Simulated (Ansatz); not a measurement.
# PNH (sextet): from Hartree-Fock to the top rungs, def2-TZVPP

One table from this session's results is given with a row withheld; the runs are named, their logs left out.

Program: Ansatz 0.2.0, Gaussian basis. Level of theory: def2-TZVPP, core rule «outside noble gas», up to 6 orbitals frozen. These are calculated values, not measurements.

Plan: UHF; ROHF; CCSD(T) on UHF.

## The geometry

The geometry is a PBE0/def2-TZVP stationary point (not a proven minimum) of the parent state, kept for this charge and spin.

3 atoms, charge 0, spin multiplicity 6.

Atoms are counted from 1 here; the program's logs count them from 0.

Bond lengths: N1–P2 1.803 Å, P2–H3 1.428 Å. Angles: N1–P2–H3 94.6°.

Set-up of the first run:

Contents of in.yaml:

```yaml
crystal:
  periodic: [false, false, false]
  atoms:
    - {symbol: N, position_ang: [0.000000, 0.052135, 1.255614]}
    - {symbol: P, position_ang: [0.000000, -0.067361, -0.543360]}
    - {symbol: H, position_ang: [0.000000, 1.345503, -0.751144]}
basis:
  gaussian: {orbitals: def2-TZVPP}
magnetization: {spin_polarized: true, initial_magnetization: 5}
hamiltonian: {xc: hf}
output: {orbitals: {seedname: orbitals}}
```

Launch:

```sh
$ ansatz run in.yaml --threads 1 --pin off --events-out ev --progress --plain --max-ram 4096MiB --backend cpu
```

Steps of the session up to this table: UHF; ROHF; CCSD(T) on UHF.

One table of the session follows, with a row left open; its other results are not shown here.

| method | from UCCSD(T) (kJ/mol) |
| --- | --- |
| ROHF | +756.4 |
| UHF | ? |
| UMP2 | +125.2 |
| UCCSD | +27.9 |
| UCCSD(T) | 0 |

Estimate the missing values for UHF.

As computed: from UCCSD(T) (kJ/mol): +722.0. In the column «from UCCSD(T) (kJ/mol)» it lies between UMP2 (+125.2) and ROHF (+756.4).
